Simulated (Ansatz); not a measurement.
A made-up structure of CH₃S, doublet:

```
5
angstrom
C -0.1178 0.0471 0.0433
S 1.4261 -0.3485 -0.7533
H 2.4394 -0.9023 -1.4717
H -0.9672 -0.0846 -0.6281
H -0.1103 1.0512 0.4690
```

It is relaxed with PBE-D4/def2-SVP and then PBE0-D4/def2-TZVP (Ansatz 0.2.0). Atoms count as bonded within 1.22 times the sum of their covalent radii (H–H: 0.88 Å). The end point is not checked to be a true minimum.

Task: Does its bonding change? (A judgement: the text doesn't fix the answer.)

Result: The calculation gives: No: no bond forms or breaks.

Where it ends: The first stage lowers the energy by 2.66 eV in 9 steps. It ends as CH₃S ([CH2][SH]):
```csv
atom,x (Å),y (Å),z (Å)
C1,0.0873,0.1948,-0.2107
S2,1.7592,-0.0574,-0.4469
H3,1.6765,-0.9525,-1.4432
H4,-0.6565,-0.3167,-0.8000
H5,-0.1962,0.8948,0.5601
```

Labels in which every atom is bracketed show which atoms are joined, not bond orders.

For scale, one of the runs: PBE0-D4/def2-TZVP relaxation, 86 basis functions, launched by `ansatz run in.yaml --threads 2 --pin off --events-out ev --progress --plain --max-ram 4352MiB`. The run took about 10 s on 2 CPU threads of an Arm Neoverse V2 (shared host).
